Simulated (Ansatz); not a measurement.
BF2H, SMILES FBF, a relaxed scan of one distance

Program: Ansatz 0.2.0, Python API.

Run as a notebook:

```python
import ansatz
import numpy as np

geometry_ang = [
    ("F", [1.13469, 0.4599, -0.36463]),
    ("B", [-0.00261, -0.04291, 0.03414]),
    ("F", [-1.07565, 0.53061, -0.44049]),
    ("H", [-0.05642, -0.94759, 0.77098]),
]
molecule = ansatz.Crystal.molecule()
for symbol, xyz in geometry_ang:
    molecule = molecule.atom(symbol, xyz)
```

```python
base = (
    molecule.calculation()
    .basis(gaussian="def2-SVP")
    .functional("b3lyp")
)
symbols = [site.symbol for site in molecule.cartesian_sites]
pairs = [(0, 1), (1, 2), (1, 3)]
print("held (A)   E (eV)        ", "  ".join(f"{symbols[i]}{i}-{symbols[j]}{j}" for i, j in pairs))
for length in [1.2, 1.31, 1.41, 1.57, 1.76]:
    rep = base.relax(constraints=[ansatz.DistanceConstraint((1, 2), at=length)], force_tolerance=0.02, max_steps=60).run().report
    xyz = np.array(rep["positions_ang"])
    print(f"{length:6.2f} {rep['free_energy_ev']:14.5f}  ", "  ".join(f"{np.linalg.norm(xyz[i] - xyz[j]):.3f}" for i, j in pairs))
```

    held (A)   E (eV)         F0-B1  B1-F2  B1-H3
    DeckWarning: relax.constraints: the input's atoms, or those drawn, lie off the distances that are held; a relaxation that starts there is brought onto them ahead of its first SCF, by positions alone, an atom by 5.30e-2 Å at the most. With the symmetry detection on, the symmetry is detected on the input's atoms as so brought (as typed, where only the drawn atoms reach the distances), and notices that speak of the structure as typed mean those atoms
      1.20    -6124.31880   1.329  1.200  1.205
      1.31    -6124.69858   1.316  1.310  1.200
      1.41    -6124.53533   1.306  1.410  1.197
      1.57    -6123.81167   1.293  1.570  1.193
      1.76    -6122.71106   1.281  1.760  1.191

What to keep in mind:
- Total energies depend on the basis set; only differences at equal settings carry meaning.
- Warnings are shown shortened and without file and line.
- The energies are electronic: no zero-point or thermal terms, and the basis set is short of its limit.
- b3lyp holds the VWN-RPA fit, as in Gaussian; the form of ORCA and Turbomole is b3lyp5.
- The whole script took 28 s on 1 thread of Arm Neoverse V1 (shared host), peak memory 0.17 GiB.
